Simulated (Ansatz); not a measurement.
Born–Oppenheimer molecular dynamics of CH7BS (10 atoms, charge 0, multiplicity 1). It starts at the highest image of a converged band. Of that band: Neighbouring images differ by up to 1.7 eV, so the band resolves the path poorly. A vibrational analysis at the climbing image gives one clearly imaginary mode, 1071i cm⁻¹: a first-order saddle point.

Level of theory: RKS B3LYP/def2-mTZVP in Ansatz 0.2.0.

* ensemble: NVE (velocity Verlet)
* time step: 0.5 fs
* steps asked: 200
* starting velocities drawn for: 300 K
* seed: 11114

First frame:

```xyz
10
Properties=species:S:1:pos:R:3
B -0.425 -0.406 -0.580
S -0.907 1.606 -0.924
H 0.299 -0.747 -1.454
H -1.485 -0.910 -0.405
H -0.130 0.690 0.204
C 0.449 -0.451 0.930
H 0.271 1.961 -1.490
H 0.571 -1.536 0.919
H -0.090 -0.195 1.843
H 1.446 -0.011 0.957
```

(1) How far do the bonds stretch over the last three quarters of this one trajectory? (Pairs bonded in most of those frames.)

Answers

(1) 
```tsv
bond	mean (Å)	spread (Å)	shortest	longest
B1–S2	1.803	0.092	1.68	2.02
B1–H3	1.186	0.028	1.13	1.24
B1–H4	1.189	0.038	1.13	1.25
S2–H7	1.358	0.027	1.32	1.40
H5–C6	1.102	0.056	1.01	1.20
C6–H8	1.091	0.009	1.07	1.11
C6–H9	1.094	0.012	1.07	1.12
C6–H10	1.093	0.025	1.05	1.13
```

Mean temperature of the second half: 1976 K. The conserved energy stayed within 0.25 meV per atom of its start (net change 0.092 meV per atom), so the integration is sound. The kinetic energy rose, since the run started high on the potential surface and went downhill. It ends in pieces (BH3S + CH4), so much of that is their flight and rotation, not heat. A run of 0.1 ps of so small a system gives no equilibrium averages. The orbitals stay closed-shell, which can raise the energy where a bond breaks towards radicals; this wasn't checked here.

Time of the run: 5.3 min on 2 threads of Arm Neoverse V1, with other jobs on the host, peak memory 0.17 GiB.
